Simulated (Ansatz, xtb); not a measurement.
Relative energy of two structures of CH2MgO

Structure I is a singlet given by its coordinates and structure II is a singlet given by its coordinates. Both are isolated molecules in the gas phase, relaxed with B3LYP-D3(BJ)/def2-SVP.

I (Å):

```xyz
5

C    -1.7952    0.2805   -0.0707
Mg    0.6065    0.1975    0.8846
O    -2.8406    0.3224   -0.4886
H     0.1624   -0.0156    2.5184
H     1.4127    0.4009   -0.6056
```

Close contacts (Å): C1–Mg2 2.59, C1–O3 1.13, Mg2–H4 1.71, Mg2–H5 1.71.

II (Å):

```yaml
atoms:
  - { symbol: C, position_ang: [1.7845, 0.1525, 0.9540] }
  - { symbol: Mg, position_ang: [0.4982, 1.3564, -0.1468] }
  - { symbol: O, position_ang: [0.6870, -0.4520, 0.8420] }
  - { symbol: H, position_ang: [2.5732, -0.3966, 1.5331] }
  - { symbol: H, position_ang: [-0.5014, 2.3722, -1.0428] }
```

Close contacts (Å): C1–Mg2 2.08, C1–O3 1.26, Mg2–O3 2.07, C1–H4 1.12, Mg2–H5 1.68.

Problem. Estimate E(II) − E(I) at the level CCSD(T)/def2-TZVPP.

Solution. Calculated at CCSD(T)/def2-TZVPP: E(II) − E(I) = +2.6 kcal/mol, so structure I lies lower.

The same difference at several levels:

| level | geometry | E(II) − E(I) (kcal/mol) | departure from the last row (kcal/mol) | job, with rough time for the two |
| --- | --- | --- | --- | --- |
| B3LYP-D3(BJ)/def2-SVP | B3LYP-D3(BJ)/def2-SVP | −0.7 | −3.4 | optimisation, 47 s |
| HF/def2-TZVPP | B3LYP-D3(BJ)/def2-SVP | +9.8 | +7.2 | part of the CCSD(T) run |
| MP2/def2-TZVPP | B3LYP-D3(BJ)/def2-SVP | +1.8 | −0.9 | part of the CCSD(T) run |
| CCSD(T)/def2-TZVPP | B3LYP-D3(BJ)/def2-SVP | +2.6 |  | single point, 53 s |

B3LYP-D3(BJ)/def2-SVP puts the two in the other order. The largest departure from CCSD(T)/def2-TZVPP is that of HF/def2-TZVPP, 7.2 kcal/mol. Levels run at GFN2-xTB geometries aren't shown.

With harmonic frequencies from B3LYP-D3(BJ)/def2-SVP (ideal gas, rigid rotor, one conformer each, 298.15 K, 1 atm): on the last row, ΔE + ΔZPE = +6.4 kcal/mol. A mode under 50 cm⁻¹ makes harmonic enthalpies and free energies unreliable, so none is given.

The correlated steps freeze 3 core orbitals; the last core shell of Mg is correlated, in a basis made for valence electrons. Programs: Ansatz 0.2.0; the last row on 1 thread of Intel(R) Xeon(R) Processor @ 2.50GHz (Skylake/Cascade Lake) on a shared host.
